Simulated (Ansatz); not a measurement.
# BH2S2, SMILES S[B]S: a relaxed scan of one distance

Run with Ansatz's Python interface.

`bh2s2_relaxed_scan.py`
```python
"""Relaxed scan of one distance in BH2S2."""

import ansatz as az
import numpy as np

geometry_ang = [
    ("S", (-1.4294, -0.0606, -0.9074)),
    ("B", (-0.1273, 0.9333, -0.0264)),
    ("S", (1.6366, 0.3902, -0.1964)),
    ("H", (-1.5909, -0.8665, 0.1741)),
    ("H", (1.5609, -0.4701, 0.9147)),
]
bh2s2 = az.Crystal.molecule()
for symbol, xyz in geometry_ang:
    bh2s2 = bh2s2.atom(symbol, xyz)

setup = bh2s2.calculation()
setup = setup.basis(gaussian="def2-SVP")
setup = setup.functional("B3LYP")
setup = setup.spin("collinear", total=1)
symbols = [site.symbol for site in bh2s2.cartesian_sites]
pairs = [(0, 1), (0, 3), (1, 2), (2, 4)]
print("held (A)   E (eV)        ", "  ".join(f"{symbols[i]}{i}-{symbols[j]}{j}" for i, j in pairs))
for length in [1.71, 1.85, 2.0, 2.22, 2.5]:
    rep = setup.relax(constraints=[az.DistanceConstraint((1, 2), at=length)], force_tolerance=0.02, max_steps=60).run().report
    xyz = np.array(rep["positions_ang"])
    print(f"{length:6.2f} {rep['free_energy_ev']:14.5f}  ", "  ".join(f"{np.linalg.norm(xyz[i] - xyz[j]):.3f}" for i, j in pairs))
```

Running `python bh2s2_relaxed_scan.py` prints:
```text
held (A)   E (eV)         S0-B1  S0-H3  B1-S2  S2-H4
DeckWarning: relax.constraints: the input's atoms, or those drawn, lie off the distances that are held; a relaxation that starts there is brought onto them ahead of its first SCF, by positions alone, [...]
  1.71   -22372.83853   1.762  1.370  1.710  1.374
  1.85   -22372.79948   1.762  1.368  1.850  1.364
  2.00   -22372.45947   1.763  1.366  2.000  1.359
  2.22   -22371.75816   1.763  1.363  2.220  1.357
  2.50   -22370.85920   1.764  1.360  2.500  1.356
```
(Warnings from the package without file and line, shortened, repeats left out.)

What to keep in mind:
- Total energies depend on the basis set; only differences at equal settings carry meaning.
- The energies are electronic: no zero-point or thermal terms, and the basis set is short of its limit.
- The run takes the species as open-shell (spin multiplicity 2), which needn't be its ground state.
- b3lyp holds the VWN-RPA fit, as in Gaussian; the form of ORCA and Turbomole is b3lyp5.
- It ran for 2.5 min on 1 thread of Arm Neoverse V2, with other jobs on the host, peak memory 0.22 GiB.
